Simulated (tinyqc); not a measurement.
Worked calculation: CCSD on RHF in the sto-6g basis, frozen core, for OH-, spin multiplicity 1. The basis has no diffuse functions, so it cannot describe the extra electron: this is an exercise in the method, not the real anion. Computed by tinyqc, a small Python program that keeps every step (integrals from PySCF). Settings: charge = -1, multiplicity = 1, basis = sto-6g, method = RHF, frozen orbitals = 1, energy threshold = 1e-10, iteration cap = 76, orthogonalisation = canonical, start = Wolfsberg-Helmholz matrix, DIIS depth = 6, amplitude equations = CCSD, DIIS depth for amplitudes = 6, cap on updates = 71. Command: `OMP_NUM_THREADS=1 python tinyqc.py 21002 21003 out.jsonl` (the two numbers bound the seeds that draw the settings). One thread of a shared host (Intel(R) Xeon(R) Processor @ 2.60GHz), about 0.4 s of CPU time with the checks. The early iterations of the SCF are left out here.

## One-electron integrals

Geometry (angstrom):
```
atom         x         y         z
O     0.000000  0.000000  0.000000
H     0.000000  0.000000  0.887000
```

Basis sto-6g: exponents (1/bohr^2) and contraction coefficients of normalised primitives:
```
element  l (shell)     exponent  coefficient
O            s (1)  1355.584234     0.009164
O            s (1)   248.544885     0.049361
O            s (1)    69.533902     0.168538
O            s (1)    23.886772     0.370563
O            s (1)     9.275933     0.416492
O            s (1)     3.820341     0.130334
O            s (2)    52.187762    -0.013253
O            s (2)    10.329320    -0.046992
O            s (2)     3.210345    -0.033785
O            s (2)     1.235135     0.250242
O            s (2)     0.536420     0.595117
O            s (2)     0.245881     0.240706
O            p (3)    52.187762     0.003760
O            p (3)    10.329320     0.037679
O            p (3)     3.210345     0.173897
O            p (3)     1.235135     0.418036
O            p (3)     0.536420     0.425860
O            p (3)     0.245881     0.101708
H            s (1)    35.523221     0.009164
H            s (1)     6.513144     0.049361
H            s (1)     1.822143     0.168538
H            s (1)     0.625955     0.370563
H            s (1)     0.243077     0.416492
H            s (1)     0.100112     0.130334
```

Overlap, kinetic and nuclear-attraction integrals over the contracted functions; the nuclear repulsion is the sum of Za Zb / Rab.

nuclear repulsion = 4.77273696 hartree

overlap S, lower triangle:
```
           1O 1s     1O 2s    1O 2px    1O 2py    1O 2pz     2H 1s
1O 1s   1.000000
1O 2s   0.231145  1.000000
1O 2px  0.000000  0.000000  1.000000
1O 2py  0.000000  0.000000  0.000000  1.000000
1O 2pz  0.000000  0.000000  0.000000  0.000000  1.000000
2H 1s   0.065078  0.523803  0.000000  0.000000  0.415846  1.000000
```

kinetic energy T (hartree), lower triangle:
```
            1O 1s     1O 2s    1O 2px    1O 2py    1O 2pz     2H 1s
1O 1s   29.327197
1O 2s   -0.896024  0.842618
1O 2px   0.000000  0.000000  2.531309
1O 2py   0.000000  0.000000  0.000000  2.531309
1O 2pz   0.000000  0.000000  0.000000  0.000000  2.531309
2H 1s    0.000913  0.164866  0.000000  0.000000  0.338518  0.768522
```

nuclear attraction V (hartree), lower triangle:
```
             1O 1s      1O 2s     1O 2px     1O 2py     1O 2pz      2H 1s
1O 1s   -61.854907
1O 2s    -6.289181  -9.584677
1O 2px    0.000000   0.000000  -9.535132
1O 2py    0.000000   0.000000   0.000000  -9.535132
1O 2pz   -0.019126  -0.206268   0.000000   0.000000  -9.682580
2H 1s    -2.038970  -4.113074   0.000000   0.000000  -3.003962  -5.782298
```

core Hamiltonian H = T + V (hartree), lower triangle:
```
             1O 1s      1O 2s     1O 2px     1O 2py     1O 2pz      2H 1s
1O 1s   -32.527710
1O 2s    -7.185205  -8.742058
1O 2px    0.000000   0.000000  -7.003823
1O 2py    0.000000   0.000000   0.000000  -7.003823
1O 2pz   -0.019126  -0.206268   0.000000   0.000000  -7.151271
2H 1s    -2.038057  -3.948208   0.000000   0.000000  -2.665444  -5.013776
```

## Two-electron integrals

Functions are numbered as in S; the eight-fold symmetry (ij|kl) = (ji|kl) = (kl|ij) leaves the list below.

Two-electron integrals (ij|kl) in chemists' order, unique and non-zero (hartree):
```
(11|11) 4.787491   (21|11) 0.675884   (21|21) 0.121505   (22|11) 1.117379
(22|21) 0.249212   (22|22) 0.817383   (31|31) 0.025762   (32|31) 0.039145
(32|32) 0.180664   (33|11) 1.117381   (33|21) 0.249212   (33|22) 0.817382
(33|33) 0.880663   (41|41) 0.025762   (42|41) 0.039145   (42|42) 0.180664
(43|43) 0.047461   (44|11) 1.117381   (44|21) 0.249212   (44|22) 0.817382
(44|33) 0.785741   (44|44) 0.880663   (51|51) 0.025762   (52|51) 0.039145
(52|52) 0.180664   (53|53) 0.047461   (54|54) 0.047461   (55|11) 1.117381
(55|21) 0.249212   (55|22) 0.817382   (55|33) 0.785741   (55|44) 0.785741
(55|55) 0.880663   (61|11) 0.203502   (61|21) 0.035034   (61|22) 0.070177
(61|33) 0.070023   (61|44) 0.070023   (61|51) 0.001702   (61|52) 0.003308
(61|55) 0.070487   (61|61) 0.010297   (62|11) 0.454300   (62|21) 0.102543
(62|22) 0.367459   (62|33) 0.361687   (62|44) 0.361687   (62|51) 0.008103
(62|52) 0.057434   (62|55) 0.379003   (62|61) 0.029652   (62|62) 0.198145
(63|31) 0.011901   (63|32) 0.065237   (63|53) 0.012100   (63|63) 0.029479
(64|41) 0.011901   (64|42) 0.065237   (64|54) 0.012100   (64|64) 0.029479
(65|11) 0.308771   (65|21) 0.070740   (65|22) 0.270340   (65|33) 0.257879
(65|44) 0.257879   (65|51) 0.016956   (65|52) 0.106134   (65|55) 0.295261
(65|61) 0.021496   (65|62) 0.177335   (65|65) 0.186906   (66|11) 0.566803
(66|21) 0.130263   (66|22) 0.529024   (66|33) 0.507655   (66|44) 0.507655
(66|51) 0.014495   (66|52) 0.135893   (66|55) 0.571761   (66|61) 0.038152
(66|62) 0.346247   (66|65) 0.354779   (66|66) 0.774999
```

## Orthogonalisation

S = U s U^T; canonical form X = U s^(-1/2), so that X^T S X = 1. Each column of U has its largest component positive (the first on a tie).

eigenvalues of S: 0.320470  0.843992  1.000000  1.000000  1.122170  1.713369

X:
```
                1          2         3          4          5         6
1O 1s    0.229046   0.785816  0.000000   0.000000  -0.597512  0.189271
1O 2s   -1.016000  -0.472355  0.000000   0.000000  -0.366011  0.439232
1O 2px   0.000000   0.000000  0.857157  -0.515055   0.000000  0.000000
1O 2py   0.000000   0.000000  0.515055   0.857157   0.000000  0.000000
1O 2pz  -0.744748   0.549318  0.000000   0.000000   0.606922  0.300018
2H 1s    1.216985  -0.206081  0.000000   0.000000   0.178305  0.514670
```

Within a degenerate level the vectors are fixed only up to a rotation; this is one choice.

## Iteration 7 (converged): orbitals

converged F (hartree), lower triangle:
```
             1O 1s      1O 2s    1O 2px    1O 2py     1O 2pz      2H 1s
1O 1s   -19.611498
1O 2s    -4.773329  -1.677914
1O 2px    0.000000   0.000000  0.254471
1O 2py    0.000000   0.000000  0.000000  0.254471
1O 2pz   -0.027296  -0.094496  0.000000  0.000000   0.359077
2H 1s    -1.352775  -0.813468  0.000000  0.000000  -0.330820  -0.231652
```

Diagonalise F' = X^T F X, C = X C', fill 5 alpha and 5 beta electrons from the bottom; D = 2 C_occ C_occ^T. Each column has its largest component positive (the first on a tie).

F' = X^T F X (hartree), lower triangle:
```
           1          2         3         4          5          6
1   1.040247
2  -1.268921  -8.462386
3   0.000000   0.000000  0.254471
4   0.000000   0.000000  0.000000  0.254471
5   0.604164   8.774131  0.000000  0.000000  -8.804800
6  -0.301873  -4.020495  0.000000  0.000000   4.440985  -2.610467
```

orbital energies (hartree): MO1 -19.615067, MO2 -0.621158, MO3 0.068967, MO4 0.254471, MO5 0.254471, MO6 1.329852

coefficients C:
```
              MO1        MO2        MO3        MO4       MO5        MO6
1O 1s    0.996522  -0.219646  -0.112968   0.000000  0.000000   0.093552
1O 2s    0.016173   0.815490   0.644420   0.000000  0.000000  -0.708309
1O 2px   0.000000   0.000000   0.000000   0.952669  0.304010   0.000000
1O 2py   0.000000   0.000000   0.000000  -0.304010  0.952669   0.000000
1O 2pz   0.003558   0.094654  -0.574371   0.000000  0.000000  -0.987871
2H 1s   -0.005410   0.299496  -0.624318   0.000000  0.000000   1.157886
```

D after iteration 7, lower triangle:
```
            1O 1s      1O 2s    1O 2px    1O 2py    1O 2pz     2H 1s
1O 1s    2.108123
1O 2s   -0.471602   2.161127
1O 2px   0.000000   0.000000  2.000000
1O 2py   0.000000   0.000000  0.000000  2.000000
1O 2pz   0.095282  -0.585779  0.000000  0.000000  0.677747
2H 1s   -0.001293  -0.316348  0.000000  0.000000  0.773838  0.959000
```

Within a degenerate level the vectors are fixed only up to a rotation; this is one choice.

## Convergence

Stop when the energy changes by less than 1e-10 hartree and every element of the error matrix X^T (F D S - S D F) X is below 3e-06.

Course of the cycle:
```
iteration   E (hartree)     change  largest element of the error matrix
1          -74.47155986          -                             6.97e-01
2          -74.73576668  -2.64e-01                             1.62e-01
3          -74.75643334  -2.07e-02                             2.07e-02
4          -74.75667353  -2.40e-04                             1.83e-03
5          -74.75667534  -1.81e-06                             2.93e-05
6          -74.75667534  -5.95e-10                             3.52e-06
7          -74.75667534  -8.50e-12                             5.06e-09
```

PySCF RHF in the same basis = -74.75667534 hartree

Converged in 7 iterations.

## Integrals over molecular orbitals

(pq|rs) = sum C_ip C_jq C_kr C_ls (ij|kl), one index at a time.

one-electron integrals over orbitals h = C^T H C (hartree), lower triangle:
```
            1          2          3          4          5          6
1  -32.513333
2    0.580004  -7.165367
3    0.297707  -0.660544  -6.184751
4    0.000000   0.000000   0.000000  -7.003823
5    0.000000   0.000000   0.000000   0.000000  -7.003823
6   -0.257257   1.224810  -1.238577   0.000000   0.000000  -5.571959
```

Two-electron integrals over orbitals (pq|rs), unique and non-zero (hartree); the lowest 1 orbital is frozen and left out:
```
(22|22) 0.733451    (32|22) -0.001212   (32|32) 0.149231    (33|22) 0.660977
(33|32) 0.051777    (33|33) 0.703752    (42|42) 0.141422    (43|42) 0.056152
(43|43) 0.054667    (44|22) 0.742867    (44|32) 0.094697    (44|33) 0.678295
(44|44) 0.880663    (52|52) 0.141422    (53|52) 0.056152    (53|53) 0.054667
(54|54) 0.047461    (55|22) 0.742867    (55|32) 0.094697    (55|33) 0.678295
(55|44) 0.785741    (55|55) 0.880663    (62|22) -0.119589   (62|32) 0.004384
(62|33) -0.025593   (62|44) -0.133823   (62|55) -0.133823   (62|62) 0.111679
(63|22) 0.070543    (63|32) 0.112708    (63|33) 0.085892    (63|44) 0.133031
(63|55) 0.133031    (63|62) -0.049639   (63|63) 0.142512    (64|42) -0.047210
(64|43) 0.003065    (64|64) 0.039406    (65|52) -0.047210   (65|53) 0.003065
(65|65) 0.039406    (66|22) 0.695773    (66|32) -0.047066   (66|33) 0.651430
(66|44) 0.666197    (66|55) 0.666197    (66|62) -0.089441   (66|63) 0.023203
(66|66) 0.732115
```

## CCSD: starting amplitudes

t_ij^ab = <ij||ab> / (e_i + e_j - e_a - e_b), whose energy is MP2.

Starting amplitudes (spin orbitals 1a, 1b, ...; amplitudes related by a flip of all spins are not repeated):
```
from      to          t
3a 3b  6a 6b  -0.056513
2a 2b  6a 6b  -0.028621
4a 4b  6a 6b  -0.018322
5a 5b  6a 6b  -0.018322
2a 3b  6a 6b   0.015455
```

correlation energy = -0.01422835 hartree

## CCSD: amplitude update 1

t_i^a D_i^a and t_ij^ab D_ij^ab are set to the remaining terms of the spin-orbital equations, evaluated with the old amplitudes; for the doubles these are <ij||ab> + 1/2 <ab||ef> t_ij^ef + 1/2 <mn||ij> t_mn^ab + P(ij)P(ab) <mb||ej> t_im^ae + terms in t^2 + terms with t1, D the orbital-energy denominators.

Amplitudes after update 1 (spin orbitals 1a, 1b, ...; amplitudes related by a flip of all spins are not repeated):
```
from      to          t
3a 3b  6a 6b  -0.074715
2a 2b  6a 6b  -0.033396
5a 5b  6a 6b  -0.023575
4a 4b  6a 6b  -0.023575
2a 3b  6a 6b   0.022427
2a        6a  -0.001526
3a        6a  -0.000834
```

correlation energy = -0.01846156 hartree

## CCSD: convergence

E_corr = 1/4 sum <ij||ab> t_ij^ab + 1/2 sum <ij||ab> t_i^a t_j^b; stop when the norm of the change is below 1e-8.

Course of the amplitude iterations:
```
update  correlation energy (hartree)  norm of the change
0                        -0.01422835                   -
1                        -0.01846156            4.51e-02
2                        -0.01979933            1.55e-02
3                        -0.02049903            5.70e-03
4                        -0.02049587            3.68e-04
5                        -0.02049586            3.63e-05
6                        -0.02049571            4.36e-06
7                        -0.02049577            6.13e-07
8                        -0.02049575            2.12e-07
9                        -0.02049575            1.38e-09
```

Converged amplitudes (spin orbitals 1a, 1b, ...; amplitudes related by a flip of all spins are not repeated):
```
from      to          t
3a 3b  6a 6b  -0.084869
2a 2b  6a 6b  -0.033134
2a 3b  6a 6b   0.026475
5a 5b  6a 6b  -0.026304
4a 4b  6a 6b  -0.026304
2a        6a  -0.003187
3a        6a  -0.001222
```

CCSD total energy = -74.77717109 hartree

T1 diagnostic, norm of the one-spin t1 over sqrt(correlated electrons) = 0.001207

Converged in 9 updates, with DIIS from the third.
